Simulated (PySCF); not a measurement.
SiF₄, SMILES [Si](F)(F)(F)F.

Geometry optimised at PBE-D3(BJ)/def2-SVP. The isomer is the one that the SMILES or the coordinates give; other isomers of the formula were not compared.

Calculation: PySCF with PBE-D3(BJ)/def2-SVP.

Frequencies are harmonic and unscaled.

Modes within 1.5 cm⁻¹ of each other (mostly degenerate sets) share a row, with their intensities summed.

| mode | ν (cm⁻¹) | IR (km/mol) | moving atoms (share of kinetic energy) |
|---|---|---|---|
| 1–2 | 239 | 0.0 | F 100 % |
| 3–5 | 356 | 130.3 | F 78 %, Si 22 % |
| 6 | 750 | 0.0 | F 100 % |
| 7–9 | 1001 | 577.1 | Si 51 %, F 49 % |
